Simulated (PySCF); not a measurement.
# revPBE/aug-cc-pVDZ run of SiH2O2 (SMILES O[Si]O)

What is the energy change on altering one bond length of SiH2O2 at revPBE/aug-cc-pVDZ? 

Program for the calculation: PySCF 2.14.0.

1 further run of the same task is left out (set aside as unsound or not needed).

## 1. The molecule

The species is SiH2O2 (5 atoms), meant as a singlet with charge 0. As SMILES, `O[Si]O`. The coordinates come from a PBE0-D4/def2-TZVP relaxation. This is one conformer, not always the lowest.

Bond lengths: O1–Si2 1.642 Å, Si2–O3 1.663 Å, O1–H4 0.964 Å, O3–H5 0.960 Å. Angles: O1–Si2–O3 99.4°, Si2–O1–H4 117.5°, Si2–O3–H5 116.1°.

## 2. A single-point energy at revPBE/aug-cc-pVDZ

job.py reads:

```python
from pyscf import gto, dft

system = gto.M(
    atom='''
O     -2.727253    -0.199555    -0.519675
Si    -0.400622    -1.495340     1.072798
O      1.957756     0.354324     0.129635
H     -2.327954     1.226243    -1.580000
H      3.592558    -0.024755     0.819007
''',
    max_memory=1860,
    basis='aug-cc-pvdz',
    verbose=3,
    unit='bohr',
)

mf = dft.RKS(system)
mf.xc = 'revpbe'
mf.conv_tol = 1e-10
mf.grids.level = 5
mf.kernel()
if not mf.converged:
    mf = mf.newton().run(mf.mo_coeff, mf.mo_occ)

e_tot = mf.e_tot
print('Final energy', e_tot)
```

Run with:

```sh
OMP_NUM_THREADS=1 python job.py
```

Standard output:

```text
converged SCF energy = -441.115220155156
Final energy -441.11522015515646
```

Run time: 17 s. Hardware: 1 thread of Intel Xeon at 2.70GHz, shared host; peak memory 0.44 GiB.

## 3. The distorted shape

job.py reads:

```python
from pyscf import gto, dft

mol = gto.M(
    atom='''
O     -1.875757    -0.005298    -0.457403
Si    -0.644557    -0.690998     0.385297
O      0.603443     0.287802    -0.113803
H     -1.664457     0.749202    -1.018503
H      1.901100    -0.013100     0.433400
''',
    max_memory=1860,
    verbose=4,
    basis='aug-cc-pvdz',
)

myscf = dft.RKS(mol, xc='revpbe')
myscf.conv_tol = 1e-10
myscf.grids.level = 5
myscf.kernel()
if not myscf.converged:
    myscf = myscf.newton().run(myscf.mo_coeff, myscf.mo_occ)

etot = myscf.e_tot
print(f'total energy: {etot:.8f} hartree')
```

Run with:

```sh
OMP_NUM_THREADS=1 python job.py
```

Standard output:

```text
PySCF version 2.14.0

[INPUT] num. atoms = 5
[INPUT] num. electrons = 32
[INPUT] charge = 0
[INPUT] spin (= nelec alpha-beta = 2S) = 0
[INPUT] symmetry False subgroup None
[INPUT] Mole.unit = angstrom
[INPUT] Symbol           X                Y                Z      unit          X                Y                Z       unit  Magmom
[INPUT]  1 O     -1.875757000000  -0.005298000000  -0.457403000000 AA   -3.544667006236  -0.010011769008  -0.864366398554 Bohr   0.0
[INPUT]  2 Si    -0.644557000000  -0.690998000000   0.385297000000 AA   -1.218036201671  -1.305796972622   0.728105806617 Bohr   0.0
[INPUT]  3 O      0.603443000000   0.287802000000  -0.113803000000 AA    1.140342001786   0.543866958102  -0.215056502154 Bohr   0.0
[INPUT]  4 H     -1.664457000000   0.749202000000  -1.018503000000 AA   -3.145367876115   1.415786591976  -1.924691727048 Bohr   0.0
[INPUT]  5 H      1.901100000000  -0.013100000000   0.433400000000 AA    3.592558335411  -0.024755412232   0.819007302386 Bohr   0.0

nuclear repulsion = 101.53826434115
number of shells = 34
number of NR pGTOs = 142
number of NR cGTOs = 91
basis = aug-cc-pvdz
ecp = {}

******** <class 'pyscf.dft.rks.RKS'> ********
method = RKS
initial guess = minao
damping factor = 0
level_shift factor = 0
DIIS = <class 'pyscf.scf.diis.CDIIS'>
diis_start_cycle = 1
diis_space = 8
diis_damp = 0
SCF conv_tol = 1e-10
SCF conv_tol_grad = None
SCF max_cycles = 50
direct_scf = True
direct_scf_tol = 1e-13
XC library pyscf.dft.libxc version 7.0.0
    S. Lehtola, C. Steigemann, M. J.T. Oliveira, and M. A.L. Marques.,  SoftwareX 7, 1–5 (2018)
XC functionals = revpbe
    Y. Zhang and W. Yang.,  Phys. Rev. Lett. 80, 890 (1998)
    J. P. Perdew, K. Burke, and M. Ernzerhof.,  Phys. Rev. Lett. 77, 3865 (1996)
    J. P. Perdew, K. Burke, and M. Ernzerhof.,  Phys. Rev. Lett. 78, 1396 (1997)
radial grids:
    Treutler-Ahlrichs [JCP 102, 346 (1995); DOI:10.1063/1.469408] (M4) radial grids

becke partition: Becke, JCP 88, 2547 (1988); DOI:10.1063/1.454033
pruning grids: <function nwchem_prune>
grids dens level: 5
symmetrized grids: False
atomic radii adjust function: <function treutler_atomic_radii_adjust>
small_rho_cutoff = 0
Set gradient conv threshold to 1e-05
Initial guess from minao.
tot grids = 176592
init E= -441.144618221416
  HOMO = -0.254192523040659  LUMO = -0.123066460833855  gap/eV = 3.56812
cycle= 1 E= -440.758325215146  delta_E= 0.386  |g|= 1.13  |ddm|= 2.39
  HOMO = -0.0571421736659636  LUMO = -0.0194842972592082  gap/eV = 1.02472
cycle= 2 E= -438.212504278423  delta_E= 2.55  |g|= 3.26  |ddm|= 2.82
  HOMO = -0.210578934562066  LUMO = -0.135917528038664  gap/eV = 2.03164
cycle= 3 E= -441.019974211866  delta_E= -2.81  |g|= 0.247  |ddm|= 2.33
  HOMO = -0.218726421231936  LUMO = -0.122966955574314  gap/eV = 2.60575
cycle= 4 E= -440.999846198891  delta_E= 0.0201  |g|= 0.423  |ddm|= 0.534
  HOMO = -0.221774640569909  LUMO = -0.134949292640975  gap/eV = 2.36264
cycle= 5 E= -441.035850385266  delta_E= -0.036  |g|= 0.0793  |ddm|= 0.316
  HOMO = -0.215063501406081  LUMO = -0.130715025899407  gap/eV = 2.29524
cycle= 6 E= -441.037586705689  delta_E= -0.00174  |g|= 0.0168  |ddm|= 0.0865
  HOMO = -0.215942770888644  LUMO = -0.131933715508107  gap/eV = 2.28600
cycle= 7 E= -441.037650537824  delta_E= -6.38e-05  |g|= 0.00313  |ddm|= 0.0148
  HOMO = -0.215932810198969  LUMO = -0.132085979333405  gap/eV = 2.28159
cycle= 8 E= -441.037652362589  delta_E= -1.82e-06  |g|= 0.000968  |ddm|= 0.00283
  HOMO = -0.215997496555263  LUMO = -0.132033291870115  gap/eV = 2.28478
cycle= 9 E= -441.037652607158  delta_E= -2.45e-07  |g|= 0.000249  |ddm|= 0.000881
  HOMO = -0.21597572585031  LUMO = -0.132055998702187  gap/eV = 2.28357
cycle= 10 E= -441.037652623242  delta_E= -1.61e-08  |g|= 3.3e-05  |ddm|= 0.000307
  HOMO = -0.215979343076372  LUMO = -0.132052317349142  gap/eV = 2.28377
cycle= 11 E= -441.037652623646  delta_E= -4.04e-10  |g|= 3.23e-06  |ddm|= 5.11e-05
  HOMO = -0.215979402918846  LUMO = -0.132053281938607  gap/eV = 2.28375
cycle= 12 E= -441.037652623648  delta_E= -2.73e-12  |g|= 6.04e-07  |ddm|= 6.35e-06
  HOMO = -0.215979536466361  LUMO = -0.132053171759019  gap/eV = 2.28375
Extra cycle  E= -441.037652623652  delta_E= -3.87e-12  |g|= 1.41e-06  |ddm|= 1.85e-06
converged SCF energy = -441.037652623652
total energy: -441.03765262 hartree
```

Run time: 17 s. Hardware: 1 thread of Intel Xeon at 2.70GHz, shared host; peak memory 0.44 GiB.

## 4. Results

At revPBE/aug-cc-pVDZ:

| quantity | value |
| --- | --- |
| first shape: total energy | -441.11522 Eh |
| first shape: dipole moment | 1.77 D |
| first shape: HOMO energy | -6.03 eV |
| first shape: LUMO energy | -2.03 eV |
| first shape: HOMO–LUMO gap | 4.00 eV |
| distorted shape: total energy | -441.03765 Eh |
| distorted shape: dipole moment | 2.07 D |
| distorted shape: HOMO energy | -5.88 eV |
| distorted shape: LUMO energy | -3.59 eV |
| distorted shape: HOMO–LUMO gap | 2.28 eV |
| energy change with the O3–H5 bond stretched from 0.960 to 1.440 Å | 2.111 eV |

What this shows: One bond (distorted shape) is far stretched, which a spin-restricted single reference describes badly; a broken-symmetry solution may lie lower. With the O3–H5 bond stretched from 0.960 to 1.440 Å the energy rises by 2.11 eV (204 kJ/mol). The first shape isn't relaxed at this level, so the change isn't measured from a minimum. A restricted reference can't describe the breaking bond well at this length. Mulliken charges (first shape) run from -0.51 on O1 to +0.75 on Si2; in a basis this large or diffuse they mean little. Mulliken charges (distorted shape) run from -0.72 on O3 to +0.72 on Si2; in a basis this large or diffuse they mean little.
